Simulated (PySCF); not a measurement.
These compounds are isomers of formula C$_{3}$H$_{5}$N$_{3}$.

A. SMILES n1n(C)ncc1
B. SMILES CN1C=CN=N1
C. `c1n(C)cnn1`

Spectrum 1. 1H NMR (300 MHz, computed): δ 7.70 (d, J = 1.3 Hz, 1H), 7.43 (d, J = 1.3 Hz, 1H), 4.01 (s, 3H). 13C{1H} NMR (computed): δ 138.5 (CH), 126.9 (CH), 35.8 (CH3).

Spectrum 2. 1H NMR (300 MHz, computed): δ 7.77 (s, 2H), 3.56 (s, 3H). 13C{1H} NMR (computed): δ 146.0 (CH), 30.2 (CH3).

Spectrum 3. 1H NMR (300 MHz, computed): δ 7.50 (s, 2H), 4.04 (s, 3H). 13C{1H} NMR (computed): δ 137.8 (CH), 41.4 (CH3).

- B3LYP/pcJ-1 coupling constants (spin–dipole term left out of most H,H and C,H couplings)
- σ from GIAO-PBE0/pcSseg-1
- PBE0-D3(BJ)/def2-SVP geometry
- run in PySCF 2.14
- non-relativistic, fast rotation and ring inversion assumed for equivalent nuclei, one conformer, no solvent

δ = σ(ref) − σ, references computed at the same level: TMS for 1H (σ = 31.27 ppm) and 13C (σ = 184.41 ppm). Multiplet labels drop J under 1 Hz and among equivalent protons, and merge close values. Unscaled 3J(H,H) run several per cent high. Shifts are as computed. Against solution values, carbons near 30 ppm lie about +2 ppm off and those near 130 ppm about +5 ppm. Of 1211 compounds with measured shifts, 218 miss one by over three times the rms of a fit or turn the order of signals round; such compounds aren't used in these exercises.

Which spectrum belongs to which compound?

Results:

1–B, 2–C, 3–A.

- Spectrum 1 (B): 3 13C signals; δC 35.8 is a methyl carbon bonded to N; δH 7.70 is the hydrogen on an aromatic CH next to a ring nitrogen.
- Spectrum 2 (C): 2 13C signals; δC 30.2 is a methyl carbon bonded to N; δH 7.77 is the hydrogen on an aromatic CH between two ring heteroatoms.
- Spectrum 3 (A): 2 13C signals; δC 41.4 is a methyl carbon bonded to N; δH 7.50 is the hydrogen on an aromatic CH next to a ring nitrogen.
